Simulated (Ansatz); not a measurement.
# H₃S+ (triplet): the correlation ladder at scale of all distances = 1.278, 6-31G

Aim: climb from Hartree-Fock through coupled cluster and multireference methods for H₃S+ (triplet) at one geometry and basis, and see what each rung misses.

Method: 6-31G, core rule «outside noble gas», up to 5 orbitals frozen; program: Ansatz 0.2.0, Gaussian basis.

To be run: UHF; CCSD(T) on ROHF; CCSD(T) on UHF; BCCD(T) on ROHF; CISD as a restricted active space (open shells left free, so some higher excitations enter); CCSDT(Q) on ROHF; CCSDT(Q) on UHF; CISDTQ; CCSDTQ on ROHF; CCSDTQ on UHF; CASSCF and MRCISD+Q, 4 electrons in 4 orbitals; CASSCF and NEVPT2, 4 electrons in 4 orbitals; CASSCF and MRCISD+Q, 8 electrons in 7 orbitals; CASSCF and NEVPT2, 8 electrons in 7 orbitals; Full CI.

14 further runs of the same task are left out: 2 for a known fault of the program, 9 that didn't finish, 3 set aside as unsound or not needed. Runs told in other sessions of the task aren't counted.

## Step 1: What is computed

The geometry derives from a PBE0/def2-TZVP stationary point (not a proven minimum). All distances are scaled together.

4 atoms, charge 1, spin multiplicity 3.

Atoms are counted from 1 here; the program's logs count them from 0.

No contacts short enough for the rule that draws bonds.

## Step 2: UHF

File in.yaml:

```yaml
crystal:
  periodic: [false, false, false]
  atoms:
    - {symbol: S, position_ang: [0.000000, -0.049975, 0.000000]}
    - {symbol: H, position_ang: [0.000000, 1.684885, 0.000000]}
    - {symbol: H, position_ang: [0.000000, -0.047533, 1.942722]}
    - {symbol: H, position_ang: [0.000000, -0.047533, -1.942722]}
basis:
  gaussian: {orbitals: 6-31G}
total_charge: 1
magnetization: {spin_polarized: true, initial_magnetization: 2}
hamiltonian: {xc: hf}
output: {orbitals: {seedname: orbitals}}
```

On the command line:

```
$ ansatz run in.yaml --threads 1 --pin off --events-out ev --progress --plain --max-ram 2393MiB
```

The runs that follow: CCSD(T) on ROHF; CCSD(T) on UHF; BCCD(T) on ROHF; CISD as a restricted active space (open shells left free, so some higher excitations enter); CCSDT(Q) on ROHF; CCSDT(Q) on UHF; CISDTQ; CCSDTQ on ROHF; CCSDTQ on UHF; CASSCF and MRCISD+Q, 4 electrons in 4 orbitals; CASSCF and NEVPT2, 4 electrons in 4 orbitals; CASSCF and MRCISD+Q, 8 electrons in 7 orbitals; CASSCF and NEVPT2, 8 electrons in 7 orbitals; Full CI.

Q: Predict the results of all the runs planned. Wanted: FCI from the RHF energy; RMP2 from FCI; UMP2 from FCI; RCCSD from FCI; RCCSD(T) from FCI; UCCSD(T) from FCI; RCCSDT(Q) from FCI; UCCSDT(Q) from FCI; NEVPT2 pair from FCI.

**Answer**, as computed:

| quantity | value |
| --- | --- |
| FCI from the ROHF energy | -3.0630 eV |
| RMP2 from FCI | +95.5 kJ/mol |
| UMP2 from FCI | +102.0 kJ/mol |
| RCCSD from FCI | +5.5 kJ/mol |
| RCCSD(T) from FCI | +1.5 kJ/mol |
| UCCSD(T) from FCI | +0.9 kJ/mol |
| RCCSDT(Q) from FCI | 0.0 kJ/mol |
| UCCSDT(Q) from FCI | -0.1 kJ/mol |
| NEVPT2 pair from FCI | +43.5 kJ/mol |
| NEVPT2 valence from FCI | +13.2 kJ/mol |
| MRCISD+Q valence from FCI | +0.7 kJ/mol |
| levels within 1 kcal/mol (43 meV) | UCCSD, RCCSD(T), UCCSD(T), BCCD(T), RCCSDT, UCCSDT, CISDTQ, RCCSDT(Q), UCCSDT(Q), RCCSDTQ, UCCSDTQ, MRCISD valence, MRCISD+Q valence |
| T1 diagnostic | 0.039 |
| effectively unpaired electrons | 2.17 |

**Reading.** RCCSD(T) misses by +1.5 kJ/mol, 0.5 % of the correlation energy. One determinant dominates. Of the multireference levels listed MRCISD+Q valence comes nearest in total energy (+0.7 kJ/mol), which doesn't show that its space is the better one. Coupled cluster took another determinant than the lowest Hartree-Fock one. These misses are within one basis, not against nature; the frozen cores of restricted and unrestricted runs differ, which can shift their rows.

Levels on UHF freeze UHF's core orbitals, full CI those of ROHF, so the U rows can settle a little off it for that reason alone.

With open shells the CI space here admits some higher excitations, so it is larger than plain CISD.
